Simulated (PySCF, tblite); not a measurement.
# C₃H₆NO radical: geometry, infrared bands and EPR parameters

Wanted: the infrared bands and EPR parameters of C₃H₆NO radical (`[CH2]NC(C)=O`), by calculation.

Programs: tblite 0.8.0 and PySCF 2.14.0, with density-fitted response routines of our own. Each step states its level of theory. These are calculated values for one molecule in the gas phase, unless marked as measured. Atoms count from 0, in the outputs and in this text.

### Step 1. The molecule as given

11 atoms, charge 0, multiplicity 2; geometry from: force field or distance geometry start.

Bonds of the start (Å): C0–N1 1.38, N1–C2 1.36, C2–C3 1.51, C2–O4 1.22, C0–H5 1.08, C0–H6 1.07, N1–H7 1.02, C3–H8 1.08, C3–H9 1.10, C3–H10 1.10.

### Step 2. Optimising the geometry with GFN2-xTB

The job: settings as JSON, then the geometry in Å.

```
{"job": {"kind": "relax", "xc": "GFN2-xTB", "basis": "xTB"}, "charge": 0, "multiplicity": 2}
C      2.034400     0.051400     0.095000
N      0.692700    -0.162200     0.333800
C     -0.306600     0.258500    -0.494500
C     -1.689100    -0.089900    -0.003000
O     -0.146900     0.888500    -1.530700
H      2.301400     0.591200    -0.806800
H      2.753200    -0.311800     0.803900
H      0.452200    -0.664300     1.192300
H     -2.408900    -0.005000    -0.805800
H     -1.968800     0.577400     0.823600
H     -1.708000    -1.131100     0.366200
```

The run is started by

```
OMP_NUM_THREADS=1 python probes_run.py task.json out
```

This one command runs all jobs of the session in turn.

**Question.** This job is followed by: GFN2-xTB harmonic vibrations, gas phase; UKS B3LYP, pcH-1 on C H N O, non-relativistic, mean-field spin-orbit, GIAO. Predict these results of the whole session: strongest single infrared mode (GFN2-xTB); zero-point energy (GFN2-xTB); g(iso) (B3LYP); ⟨S²⟩; largest a(iso) (averaged by class); surface potential, 1st and 99th percentile.

As calculated:

```
                                 quantity                  value
strongest single infrared mode (GFN2-xTB)  1711 cm⁻¹, 427 km/mol
             zero-point energy (GFN2-xTB)          53.7 kcal/mol
                           g(iso) (B3LYP)                2.00293
                                     ⟨S²⟩     0.755 (exact 0.75)
       largest a(iso) (averaged by class)    13C on C0, 70.6 MHz
    surface potential, 1st and 99th percentile     -2.00 V and 2.35 V
```

Relaxing lowered the energy by 0.057 eV in 60 steps; the close pair that moved most is C0–N1, from 1.379 to 1.355 Å. No mode is imaginary among the 27: a minimum at this level. The strongest single mode, at 1711 cm⁻¹, moves mainly C2 and O4. GFN2-xTB is a fitted tight-binding method: band positions and strengths are rough. Its intensities can rank the bands wrongly. Most of the unpaired spin sits on C0 (0.90 e). The isotropic g lies 0.6 ppt above the free-electron value.
